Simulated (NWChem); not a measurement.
## Atomisation of Na2

```xyz
2

Na     0.0000     0.0000     1.5625
Na     0.0000     0.0000    -1.5625
```
Charge 0, spin multiplicity 1.

The numbers come from NWChem runs, not from measurements. All single points use one geometry, from PBE0/def2-SVP, a minimum by its harmonic frequencies.

Basis set: def2-TZVP. The atomisation energy is electronic alone: no zero-point, thermal, spin-orbit or counterpoise terms. No value is extrapolated to the basis-set limit. Free atoms are single determinants with multiplicities Na 2.

B3LYP has NWChem's definition, with VWN1-RPA local correlation. The structure started from a generated list of species. No SCF solution was tested for a lower state. Open-shell Hartree-Fock references start from PBE0 orbitals.

Problem. Order these methods by the atomisation energy they give, lowest first: HF, B3LYP, PBE0, LDA (SVWN5), PBE, TPSS.

Solution. HF (-0.4 kcal/mol), PBE0 (15.9 kcal/mol), B3LYP (17.0 kcal/mol), PBE (17.8 kcal/mol), TPSS (19.3 kcal/mol), LDA (SVWN5) (20.2 kcal/mol)
